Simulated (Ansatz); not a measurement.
AlS, doublet in 6-31G: errors against full CI

Geometry: a PBE0/def2-TZVP stationary point for this spin.

```yaml
atoms:
  - { symbol: Al, position_ang: [0.0000, 0.0000, 0.0000] }
  - { symbol: S, position_ang: [0.0000, 0.0000, 2.0316] }
```

Basis 6-31G; Ansatz 0.2.0. Correlated methods freeze the noble-gas cores, which leaves 9 electrons in 16 orbitals. R marks a restricted (for open shells ROHF) determinant, U an unrestricted one. Active spaces: valence = (9e, 8o) chosen from the atoms' valence shells.

Full CI is exact within this basis and frozen core; it isn't the basis-set limit. The frozen core follows each run's orbitals, which can shift R against U totals by a few meV.

For open shells CISD and CISDTQ are restricted-active-space CI with the open shells as a complete middle space.

```
UHF ⟨S²⟩                          : 0.772
T1 diagnostic (RCCSD)             : 0.0453
largest doubles amplitude (RCCSD) : 0.071
T1 diagnostic (UCCSD)             : 0.0382
```

| level | E − E(full CI) (mEh) | share of correlation (%) | wall time |
| --- | --- | --- | --- |
| RHF | 102.62 | 0.00 | – |
| UHF | 98.91 | 3.62 | – |
| RMP2 | 17.53 | 82.92 | – |
| UMP2 | 18.41 | 82.06 | – |
| CISD | 10.46 | 89.81 | 0.45 s |
| RCCSD | 6.27 | 93.89 | – |
| UCCSD | 5.96 | 94.20 | – |
| RCCSD(T) | 1.02 | 99.01 | 0.57 s |
| UCCSD(T) | 1.18 | 98.85 | 0.78 s |
| BCCD(T) | 1.07 | 98.95 | 0.7 s |
| RCCSDT | -0.07 | 100.07 | – |
| UCCSDT | -0.07 | 100.07 | – |
| CISDTQ | 0.56 | 99.45 | 2.7 s |
| RCCSDT(Q) | 0.27 | 99.74 | 3.2 s |
| UCCSDT(Q) | -0.21 | 100.20 | 3.3 s |
| RCCSDTQ | -0.12 | 100.12 | 23 s |
| UCCSDTQ | -0.12 | 100.12 | 24 s |
| CASSCF (valence space) | 32.91 | 67.94 | – |
| NEVPT2 (valence space) | 9.54 | 90.70 | 1.6 s |
| MRCISD (valence space) | 1.25 | 98.78 | – |
| MRCISD+Q (valence space) | 0.47 | 99.54 | 2.2 s |

The correlation energy at full CI, counted from RHF, is -2.792 eV. That run took 17 s on 1 thread of AMD EPYC 9B14, shared host over 1,989,600 determinants.

Times hold each run's SCF and search for its determinant on a shared host, so for small cases they say little of a method's own cost; they ran on 1 thread of AMD EPYC 9B14.

More than 5 meV below full CI, which no variational method can be: UCCSDT(Q).

The full-CI state has the irrep A1 of C2v, in the program's axes (one component, if the state is degenerate).

Natural occupations of full CI about the gap: 1.988 1.938 1.938 1.928 1.013 0.065 0.065 0.029 0.010 0.008; effectively unpaired electrons, Σ n²(2−n)², 1.08.

Atomization energy (electronic, same basis, no zero-point term; atoms at the same level, unrestricted beside the R rows where the molecule is a closed shell, with restricted open-shell steps beyond CCSDT(Q)) at full CI: 270.1 kJ/mol. Errors of other levels:

```json
{"level": "RHF", "error (kJ/mol)": "-130.6"}
{"level": "UHF", "error (kJ/mol)": "-121.8"}
{"level": "RMP2", "error (kJ/mol)": "1.5"}
{"level": "UMP2", "error (kJ/mol)": "-1.3"}
{"level": "CISD", "error (kJ/mol)": "-25.9"}
{"level": "RCCSD", "error (kJ/mol)": "-15.4"}
{"level": "UCCSD", "error (kJ/mol)": "-14.6"}
{"level": "RCCSD(T)", "error (kJ/mol)": "-2.4"}
{"level": "UCCSD(T)", "error (kJ/mol)": "-2.9"}
{"level": "BCCD(T)", "error (kJ/mol)": "-2.5"}
{"level": "RCCSDT", "error (kJ/mol)": "0.2"}
{"level": "UCCSDT", "error (kJ/mol)": "0.1"}
{"level": "CISDTQ", "error (kJ/mol)": "-1.5"}
{"level": "RCCSDT(Q)", "error (kJ/mol)": "-0.7"}
{"level": "UCCSDT(Q)", "error (kJ/mol)": "0.5"}
{"level": "RCCSDTQ", "error (kJ/mol)": "0.3"}
{"level": "UCCSDTQ", "error (kJ/mol)": "0.3"}
{"level": "CASSCF (valence space)", "error (kJ/mol)": "-10.2"}
{"level": "NEVPT2 (valence space)", "error (kJ/mol)": "3.7"}
{"level": "MRCISD (valence space)", "error (kJ/mol)": "-2.1"}
{"level": "MRCISD+Q (valence space)", "error (kJ/mol)": "-1.1"}
```

This basis is far from its limit, so the value isn't to be set against a measured one. Truncated CI isn't size-consistent, which counts against it in atomization.
